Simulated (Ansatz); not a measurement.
**CH₆AlO+ (SMILES [OH2+][CH2][AlH2]): single points off equilibrium**

An exercise on one series of results from a longer session: the logs are not shown, and one member is left open.

Program: Ansatz 0.2.0, Gaussian basis. Level of theory: single points in def2-TZVPP. These are calculated values, not measurements.

Cores are frozen in the correlated methods.

## Starting geometry

9 atoms, charge 1, spin multiplicity 1.

Atoms are counted from 1 here; the program's logs count them from 0.

Bond lengths: O1–C2 1.596 Å, O1–H4 0.947 Å, O1–H5 1.040 Å, C2–Al3 2.149 Å, C2–H6 1.050 Å, C2–H7 1.134 Å, Al3–H8 1.578 Å, Al3–H9 1.544 Å. Angles: C2–O1–H4 116.1°, C2–O1–H5 108.0°, H4–O1–H5 114.2°, O1–C2–Al3 98.3°, O1–C2–H6 103.6°, O1–C2–H7 104.5°, Al3–C2–H6 115.7°, Al3–C2–H7 122.9°, H6–C2–H7 108.7°, C2–Al3–H8 129.5°, C2–Al3–H9 103.0°, H8–Al3–H9 127.4°.

Coordinates:

```
atom     x (Å)     y (Å)     z (Å)
  O1   0.05330   0.18820  -1.38460
  C2   0.64540   0.64830   0.02420
 Al3  -0.30150  -0.83460   1.25800
  H4  -0.24020   0.88110  -1.96000
  H5  -0.65760  -0.55010  -1.20790
  H6   0.28520   1.62870   0.13420
  H7   1.76640   0.68860  -0.13900
  H8   0.01830  -1.25630   2.74460
  H9  -1.33510  -1.47170   0.30360
```

The first run:

Input file run/in.yaml:

```yaml
crystal:
  periodic: [false, false, false]
  atoms:
    - {symbol: O, position_ang: [0.053300, 0.188200, -1.384600]}
    - {symbol: C, position_ang: [0.645400, 0.648300, 0.024200]}
    - {symbol: Al, position_ang: [-0.301500, -0.834600, 1.258000]}
    - {symbol: H, position_ang: [-0.240200, 0.881100, -1.960000]}
    - {symbol: H, position_ang: [-0.657600, -0.550100, -1.207900]}
    - {symbol: H, position_ang: [0.285200, 1.628700, 0.134200]}
    - {symbol: H, position_ang: [1.766400, 0.688600, -0.139000]}
    - {symbol: H, position_ang: [0.018300, -1.256300, 2.744600]}
    - {symbol: H, position_ang: [-1.335100, -1.471700, 0.303600]}
basis:
  gaussian: {orbitals: def2-TZVPP}
total_charge: 1
correlation: {method: ccsd_t}
output: {forces: true}
```

The command line of these runs was not kept.

Steps of the session up to this table: CCSD(T)/def2-TZVPP; PBE0-D4/def2-TZVPP; wB97M-V/def2-TZVPP; r2SCAN-D4/def2-TZVPP; PBE-D4/def2-TZVPP; r2SCAN0-D4/def2-TZVPP; B97M-V/def2-TZVPP.

One table of the session follows, with a row left open; its other results are not shown here.

```
    method  RMS force component (eV/Å)  angle to CCSD(T) forces (°)
   CCSD(T)                       1.012                    reference
   PBE0-D4                       1.016                          5.4
   wB97M-V                       1.002                          3.0
 r2SCAN-D4                       0.984                          4.4
    PBE-D4                           ?                            ?
r2SCAN0-D4                       1.016                          6.2
    B97M-V                       0.980                          4.6
```

Estimate the missing values for PBE-D4.

The run gave: RMS force component (eV/Å): 1.000; angle to CCSD(T) forces (°): 12.9. In the column «RMS force component (eV/Å)» it lies between r2SCAN-D4 (0.984) and wB97M-V (1.002).
